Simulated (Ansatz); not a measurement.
# [OH···H···N], quartet along the distance O1-H3

Starting geometry:

```xyz
4

O    -1.0026   -0.0292    0.0000
H    -1.2519    0.8974    0.0000
H    -0.0431   -0.0292    0.0000
N     1.2384   -0.0292    0.0000
```

From there H3 is moved from one fragment to the other while all else, the fragments' distance too, stays fixed; atoms are numbered as listed. Energies are in kJ/mol, counted from the starting geometry at the same level.

Basis cc-pVDZ; Ansatz 0.2.0. Only valence electrons are correlated (noble-gas cores frozen). R marks a restricted (for open shells ROHF) determinant, U an unrestricted one.

Full CI isn't at hand for all of this; UCCSDT(Q) serves as the reference, and is uncertain by about the last step of the cluster series.

```csv
distance O1-H3 (Å),UMP2
0.892,4.0
0.960,0.0
0.994,7.1
1.029,18.5
1.063,32.4
1.098,49.0
1.132,67.6
1.167,89.0
1.201,109.9
```

Problem. Estimate the UCCSDT(Q) curve in cc-pVDZ from this one, knowing how UMP2 errs.

Solution. The computed UCCSDT(Q) values, in kJ/mol from the starting point, and the error of UMP2 against them:
```tsv
distance O1-H3 (Å)	UCCSDT(Q)	UMP2 less UCCSDT(Q)
0.892	5.4	-1.4
0.960	0.0	0.0
0.994	6.1	1.0
1.029	16.2	2.3
1.063	28.3	4.1
1.098	42.3	6.7
1.132	56.5	11.0
1.167	71.6	17.4
1.201	86.8	23.1
```

The error spans 24.5 kJ/mol and is largest, 23.1 kJ/mol, at 1.201 Å.
